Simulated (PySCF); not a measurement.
# Shapes and spin states of B₃⁺

Computed with PySCF, PBE0, basis B def2-TZVP (no relativity, density fitting).

Relaxations began from a few typed shapes and spin states; open shells are unrestricted. The search is not exhaustive: other isomers or separated fragments can lie lower, and high-lying points may rest on an excited occupation.

```tsv
spin	group	bonds	angles	imaginary modes (cm⁻¹)	ΔE (kJ/mol)	ΔE with ZPE (kJ/mol)
broken-symmetry Ms = 0 (⟨S²⟩ 0.50)	D3h	B–B 1.576 Å (×3)	B–B–B 60.0° (×3)	none	0.0	0.0
singlet (closed shell, unstable to spin polarisation)	D3h	B–B 1.561 Å (×3)	B–B–B 60.0° (×3)	none	6.1	7.3
broken-symmetry Ms = 1 (⟨S²⟩ 3.01)	D∞h	B–B 1.578 Å (×2)	B–B–B 180.0°	none	75.1	72.1
singlet (closed shell, unstable to spin polarisation)	D∞h	B–B 1.647 Å (×2)	B–B–B 180.0°	36i	280.9	–
```

The lowest minimum found is the broken-symmetry Ms = 0 (⟨S²⟩ 0.50) D3h: B–B 1.576 Å (×3); B–B–B 60.0° (×3).

For the lowest minimum: the determinant is spin-contaminated (⟨S²⟩ = 0.50, pure value 0.00). The spin densities have lower symmetry than the nuclear frame.

The electron or spin density has lower symmetry than the nuclear frame for the broken-symmetry Ms = 1 (⟨S²⟩ 3.01) D∞h at 75.1 kJ/mol, singlet (closed shell, unstable to spin polarisation) D∞h at 280.9 kJ/mol.
